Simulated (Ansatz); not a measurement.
Computed with Ansatz on PBE0-D4/def2-TZVP structures; ΔE is electronic, products minus reactants. CCSD(T)/CBS adds triple-zeta CCSD(T) − MP2 to the extrapolated MP2 energy (def2 sets, frozen cores). This one scheme is used for every species. DFT in def2-TZVPP. Each species was taken in one conformer, which may not be the lowest.

`C/C=C/CF` + H₂ → `C=CCF` + CH₄  (hydrogenolysis of a C–C bond)

Is it downhill or uphill in electronic energy at CCSD(T)/CBS, and by how much? (Best estimate.)

The calculation gave: Downhill: ΔE = -0.60 eV.

What do these levels give: LDA (SPW92), r2SCAN-D4, B97M-V, r2SCAN0-D4, B2PLYP, BLYP, r2SCANh, BHLYP, RPA@PBE/def2-TZVPP, CCSD(T)/def2-SVP, HF/def2-TZVPP, MP2/def2-TZVPP? (An estimate is asked.)

Ansatz gave: LDA (SPW92) -0.50, r2SCAN-D4 -0.59, B97M-V -0.64, r2SCAN0-D4 -0.60, B2PLYP -0.65, BLYP -0.68, r2SCANh -0.61, BHLYP -0.71, RPA@PBE/def2-TZVPP -0.59, CCSD(T)/def2-SVP -0.60, HF/def2-TZVPP -0.78, MP2/def2-TZVPP -0.57 eV.

Largest T1 diagnostic among the species: 0.011.

Leaving LDA and LC-ωPBE aside and taking each functional with its dispersion term where it has one, the values, not all of them listed here, spread over 0.14 eV, from BHLYP-D4 to revPBE-D4. LDA lies +0.10 eV from PBE without D4. In def2-TZVPP, CCSD(T) changes the Hartree–Fock value by +0.17 eV (the triples alone add +0.04 eV) and MP2 by +0.22 eV.
